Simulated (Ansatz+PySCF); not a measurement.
**doublet C₃H₇: levels of theory in one basis**

```xyz
10

C     0.0000   -0.2840   -1.0885
C     0.0000    0.5940    0.1139
C     0.0000   -0.1773    1.3912
H    -0.8811   -0.9261   -1.0989
H     0.8811   -0.9261   -1.0989
H     0.0000    0.3102   -2.0033
H     0.8770    1.2438    0.0739
H    -0.8770    1.2438    0.0739
H    -0.9244   -0.5391    1.8183
H     0.9244   -0.5391    1.8183
```

Basis set: cc-pVTZ (spherical functions). Frozen core: 3 orbitals. Correlation on ROHF uses semicanonical orbitals with singles. Charge 0, multiplicity 2.

Computed with Ansatz (development build ahead of 0.2.0); each method stands on the lowest determinant of its kind that the runs found.

```tsv
method	E − E(ROHF) (eV)	<S²> of the determinant
ROHF	0.00	0.75
UHF	-0.13	0.76
ROHF-MP2	-13.87	–
UHF-MP2	-13.85	0.76
```

Problem. Is a single determinant a sound starting point here?

Solution. By this sign, yes. Unrestricted orbitals gain 0.13 eV and <S²> is 0.76 against 0.75 for a pure state.
